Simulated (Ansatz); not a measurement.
A barrier at the coupled-cluster level

Start structure (Si2H7Cl, closed shell), relaxed at PBE0-D4/def2-TZVP:

Si1  (-0.952, 1.001, -1.235)
H2  (-0.330, -0.316, -1.507)
H3  (-2.125, 0.848, -0.344)
H4  (0.039, 1.929, -0.645)
Cl5  (-1.594, 1.788, -3.022)
H6  (0.596, -2.371, 0.795)
Si7  (0.997, -1.055, 1.350)
H8  (-0.173, -0.135, 1.322)
H9  (2.091, -0.476, 0.531)
H10  (1.450, -1.215, 2.754)
(Å)

The step: SiH₃Cl ([SiH3][Cl]) + SiH₄ → Si₂H₅Cl ([SiH3][SiH2][Cl]) + H₂; bonds formed: Si1–Si7, H2–H6; bonds broken: Si1–H2, H6–Si7. Program: Ansatz 0.2.0. Basis: def2-TZVPP and def2-QZVPP. Cores are frozen in the correlated methods. Extrapolation: Hartree–Fock as exp(−7.88 √X), correlation as X^−2.97. Energies below are by CCSD(T) at an estimated basis limit (MP2 extrapolated from triple and quadruple zeta, plus CCSD(T) − MP2 in triple zeta).

What are the electronic barrier and the energy of the step, from the start structure to the end structure? (An estimate is asked for; the value comes from the calculation.)

The calculation gives: Barrier 3.210 eV; step energy 0.240 eV (uphill); reverse barrier, their difference, 2.971 eV. Barrier and step energy count from the start structure, the reverse barrier from the end structure.

The saddle point: One imaginary mode of 1225i cm⁻¹.
```tsv
pair	start (Å)	saddle (Å)	end (Å)
Si1–Si7	3.84	2.54	2.34
H2–H6	3.22	1.02	0.75
Si1–H2	1.48	1.83	3.50
H6–Si7	1.48	1.67	4.14
```

Zero-point energy (harmonic, PBE0-D4): ZPE is 1.586 eV at the start and 1.556 eV at the saddle, so the barrier goes from 3.210 to 3.181 eV.

No T1 diagnostic of these runs exceeds 0.012.

Labels in which every atom is bracketed show which atoms are joined, not bond orders.

For scale, one of the runs: CCSD(T)/def2-TZVPP, 224 basis functions, launched by `ansatz run in.yaml --threads 4 --pin off --events-out ev --progress --plain --max-ram 9574MiB`. Time: 31 s of wall clock on 4 CPU threads of an Arm Neoverse V2; the host was shared. Peak host memory: 3.2 GiB.
